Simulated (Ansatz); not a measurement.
**How methods differ on CH6Si (methylsilane)**

The species is CH6Si (8 atoms), meant as a singlet with charge 0. SMILES: `C[SiH3]`. Geometry: relaxed at PBE0-D4/def2-TZVP.

```xyz
8

C    -0.1815    0.2397   -0.9403
Si    0.1624   -0.2145    0.8415
H    -1.2405    0.1125   -1.1756
H     0.3955   -0.3914   -1.6198
H     0.0866    1.2807   -1.1339
H    -0.6250    0.6462    1.7654
H     1.6056   -0.0400    1.1599
H    -0.2031   -1.6332    1.1028
```

Quantity: the energy change with the C1–H5 bond stretched from 1.092 to 2.731 Å, in eV. The values are calculated.

```tsv
level	kind	program	value (eV)	less FCI/STO-3G	CPU time (all runs)
PBE/STO-3G (restricted)	GGA	Ansatz	7.18	+1.70	2.4 s
revPBE/STO-3G (restricted)	GGA	Ansatz	7.05	+1.57	2.4 s
r2SCAN/STO-3G (restricted)	meta-GGA	Ansatz	7.64	+2.16	5.4 s
PBE0/STO-3G (restricted)	global hybrid	Ansatz	8.12	+2.64	2.4 s
wB97X/STO-3G (restricted)	range-separated hybrid	Ansatz	8.69	+3.21	10 s
MP2/STO-3G (restricted)	perturbation theory	Ansatz	7.06	+1.58	0.2 s
CCSD(T)/STO-3G (restricted)	coupled cluster or CI	Ansatz	5.44	-0.04	0.26 s
CCSDT(Q)/STO-3G (restricted)	coupled cluster or CI	Ansatz	5.48	0.00	0.64 s
FCI/STO-3G	exact in the basis	Ansatz	5.48	0.00	1.7 min
```

FCI/STO-3G is exact within its basis and frozen core, so for wave-function methods in that basis the difference is their error; functionals converge differently with the basis, so for them it is only a difference. The first shape isn't each level's own minimum. The values span 5.44 to 8.69 eV. All rows use very small basis sets, so none should be taken for the real molecule's value. CPU times are rough (shared hosts, several kinds of processor and program).
